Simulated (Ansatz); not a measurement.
**CHAlO+ (quartet): from Hartree-Fock to the top rungs, cc-pVDZ**

How much of the correlation energy of CHAlO+ (quartet) does each wave-function method recover here?

Method: cc-pVDZ, core rule «outside noble gas», up to 7 orbitals frozen; program: Ansatz 0.2.0, Gaussian basis.

To be run: UHF; CCSD(T) on ROHF; CCSD(T) on UHF; BCCD(T) on ROHF; CISD; CCSDT(Q) on ROHF; CCSDT(Q) on UHF.

31 further runs of the same task are left out: 15 that didn't finish, 16 set aside as unsound or not needed.

### Step 1. What is computed

The geometry is a PBE0/def2-TZVP stationary point (not a proven minimum) of the parent state, kept for this charge and spin.

4 atoms, charge 1, spin multiplicity 4.

Atoms are counted from 1 here; the program's logs count them from 0.

Bond lengths: C1–Al2 1.857 Å, C1–H4 1.080 Å, Al2–O3 1.597 Å. Angles: Al2–C1–H4 180.0°, C1–Al2–O3 180.0°.

### Step 2. UHF

The input, in.yaml:

```yaml
crystal:
  periodic: [false, false, false]
  atoms:
    - {symbol: C, position_ang: [0.000000, 0.000000, 1.057693]}
    - {symbol: Al, position_ang: [0.000000, 0.000000, -0.799174]}
    - {symbol: O, position_ang: [0.000000, 0.000000, -2.396024]}
    - {symbol: H, position_ang: [0.000000, 0.000000, 2.137505]}
basis:
  gaussian: {orbitals: cc-pVDZ}
total_charge: 1
magnetization: {spin_polarized: true, initial_magnetization: 3}
hamiltonian: {xc: hf}
output: {orbitals: {seedname: orbitals}}
```

On the command line:

```
> ansatz run in.yaml --threads 1 --pin off --events-out ev --progress --plain --max-ram 2393MiB
```

Further steps of the session: CCSD(T) on ROHF; CCSD(T) on UHF; BCCD(T) on ROHF; CISD; CCSDT(Q) on ROHF; CCSDT(Q) on UHF.

**Question.** What will the summary of the whole plan be? Wanted: UCCSDT(Q) below the RHF energy; RMP2 from UCCSDT(Q); UMP2 from UCCSDT(Q); RCCSD from UCCSDT(Q); RCCSD(T) from UCCSDT(Q); UCCSD(T) from UCCSDT(Q); RCCSDT(Q) from UCCSDT(Q); T1 diagnostic.

**Answer**, as computed:

| quantity | value |
| --- | --- |
| UCCSDT(Q) below the RHF energy | -8.3454 eV |
| RMP2 from UCCSDT(Q) | +104.6 kJ/mol |
| UMP2 from UCCSDT(Q) | +104.8 kJ/mol |
| RCCSD from UCCSDT(Q) | +21.4 kJ/mol |
| RCCSD(T) from UCCSDT(Q) | +4.7 kJ/mol |
| UCCSD(T) from UCCSDT(Q) | +4.6 kJ/mol |
| RCCSDT(Q) from UCCSDT(Q) | +0.3 kJ/mol |
| levels within 1 kcal/mol (43 meV) | RCCSDT, UCCSDT, RCCSDT(Q) |
| T1 diagnostic | 0.022 |

In words: RCCSD(T) lands +4.7 kJ/mol from the yardstick (0.6 % of the correlation energy). These misses are within one basis, not against nature; the frozen cores of restricted and unrestricted runs differ, which can shift their rows.
